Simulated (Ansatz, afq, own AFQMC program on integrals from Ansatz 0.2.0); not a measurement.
**GeNH$_{2}$, quartet in cc-pVDZ, levels against CCSDT(Q)**

```yaml
atoms:
  - { symbol: Ge, position_ang: [0.0025, 0.0446, 0.3220] }
  - { symbol: N, position_ang: [-0.0742, -0.1716, -1.5955] }
  - { symbol: H, position_ang: [0.2844, -1.3181, 1.0220] }
  - { symbol: H, position_ang: [0.5668, 0.4872, -2.0539] }
```

Connectivity, by distances: GeH–NH.

Basis cc-pVDZ. Only valence electrons are correlated. Ansatz 0.2.0 and our own AFQMC program on the same integrals; the CISD trial comes from CCSD amplitudes, and released means the phaseless constraint is let go. Free AFQMC starts from the CCSD state and is never constrained. Its projection time is finite, and what remains of the start isn't in its error. Uncertainties: one standard error, sampling alone. No spin–orbit coupling.

Determinant: UHF, the one that the program's search chose, which needn't be the lowest solution. The geometry is a point of a scan.

No full CI on the walks' own integrals is used here; CCSDT(Q) serves as the reference and is uncertain by about the last step of the cluster series.

Cautions: no relativity below Rb; no spin-orbit coupling; inner d shell frozen; lower spins were not checked.

* T1 diagnostic: 0.0211
* weight of the determinant in the CISD state: 0.891
* ⟨S²⟩ of the determinant: 3.783
* size of the correlated space: 11 electrons in 36 orbitals

Reference: CCSDT(Q), correlation energy -6.359 eV. The released energy is read at 2.40 1/Eh (meV from the phaseless value at times in 1/Eh: -7 ± 15 at 0.24, -14 ± 12 at 0.51, -3 ± 11 at 0.99, 4 ± 10 at 1.62, 1 ± 13 at 2.40).

```csv
level,E − E(reference) (kJ/mol),share of correlation (%)
HF,613.6,0.00
MP2,103.5,83.14
CCSD,20.1,96.72
CCSD(T),4.2,99.32
CCSDT,1.3,99.78
ph-AFQMC/HF,9.1 ± 5.0,98.51
ph-AFQMC/CISD,1.1 ± 2.5,99.82
released AFQMC,1.1 ± 1.3,99.82
free AFQMC,-0.4 ± 1.3,100.07
```

Free projections are given only where their last times agree within the noise and don't stop above the reference; a slow remainder of the start can still hide under it. Released energies are given only where the last usable release times agree within the noise; a slower fall can still hide under it.
